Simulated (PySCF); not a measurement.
# BF2 (SMILES F[B]F): U-r2SCAN/STO-3G

Aim: the energy change on altering one bond length of BF2 at U-r2SCAN/STO-3G, from 2 runs. Input form: a Python script.

The results are computed with PySCF 2.14.0.

13 further runs of the same task are left out: 4 that didn't finish, 9 set aside as unsound or not needed.

## 1. The molecule

BF2: 3 atoms, total charge 0, spin state doublet. As SMILES, `F[B]F`. Geometry: relaxed at PBE0-D4/def2-TZVP.

Bond lengths: F1–B2 1.306 Å, B2–F3 1.306 Å. Angles: F1–B2–F3 121.1°.

## 2. The energy at U-r2SCAN/STO-3G

calc.py

```python
from pyscf import gto, dft

mol = gto.M(
    atom='''
F      0.969618    -1.973441     0.302356
B      0.527234     0.454479     0.342607
F     -1.517261     1.396319    -0.670097
''',
    max_memory=1860,
    spin=1,
    charge=0,
    verbose=3,
    basis='sto-3g',
    unit='bohr',
)

calc0 = dft.UKS(mol, xc='r2scan')
calc0.grids.level = 5
calc0.conv_tol = 1e-10
calc0.kernel()
if not calc0.converged:
    calc0 = calc0.newton().run(calc0.mo_coeff, calc0.mo_occ)

e_final = calc0.e_tot
print('Final energy', e_final)
```

Command:

```sh
$ OMP_NUM_THREADS=1 python calc.py
```

The log of the run:

```text
converged SCF energy = -221.286290061483  <S^2> = 0.75321851  2S+1 = 2.0032159
Final energy -221.28629006148333
```

Run time: 3.6 s. Hardware: 1 thread of Arm Neoverse V2, shared host; peak memory 0.19 GiB.

## 3. The distorted shape at the same level

start.xyz

```xyz
3
BF2
F      0.700375    -2.072112     0.142960
B      0.279000     0.240500     0.181300
F     -0.802900     0.738900    -0.354600
```

calc.py

```python
from pyscf import gto, dft

mol = gto.Mole()
mol.atom = 'start.xyz'
mol.verbose = 3
mol.charge = 0
mol.basis = 'sto-3g'
mol.spin = 1
mol.max_memory = 1860
mol.build()

calc0 = dft.UKS(mol, xc='r2scan')
calc0.conv_tol = 1e-10
calc0.grids.level = 5
calc0.kernel()
if not calc0.converged:
    calc0 = calc0.newton().run(calc0.mo_coeff, calc0.mo_occ)

e_tot = calc0.e_tot
print('Final energy', e_tot)
```

Command:

```sh
$ OMP_NUM_THREADS=1 python calc.py
```

The log of the run:

```text
WARN: HOMO -0.0574448730092323 >= LUMO -0.056771226723902

SCF not converged.
SCF energy = -221.089921074476 after 50 cycles  <S^2> = 0.75710435  2S+1 = 2.0070918
converged SCF energy = -221.102883950604  <S^2> = 0.79388645  2S+1 = 2.0434152
Final energy -221.10288395060434
```

Run time: 31 s. Hardware: 1 thread of Arm Neoverse V2, shared host; peak memory 0.4 GiB.

## 4. Outcome

At U-r2SCAN/STO-3G:

| quantity | value |
| --- | --- |
| first shape: total energy | -221.28629 Eh |
| first shape: dipole moment | 0.21 D |
| first shape: HOMO energy (highest over α and β) | -1.31 eV |
| first shape: LUMO energy (lowest over α and β) | 2.49 eV |
| first shape: ⟨S²⟩ | 0.753 |
| distorted shape: total energy | -221.10288 Eh |
| distorted shape: dipole moment | 1.83 D |
| distorted shape: HOMO energy (highest over α and β) | -2.14 eV |
| distorted shape: LUMO energy (lowest over α and β) | -0.05 eV |
| distorted shape: ⟨S²⟩ | 0.794 |
| energy change with the F1–B2 bond stretched from 1.306 to 2.351 Å | 4.991 eV |

In words: With the F1–B2 bond stretched from 1.306 to 2.351 Å the energy rises by 4.99 eV (482 kJ/mol). The first shape isn't relaxed at this level, so the change isn't measured from a minimum. The minimal basis adds a large error of its own. Mulliken charges (first shape) run from -0.11 on F1 to +0.21 on B2. Mulliken charges (distorted shape) run from -0.07 on F1 to +0.12 on B2.
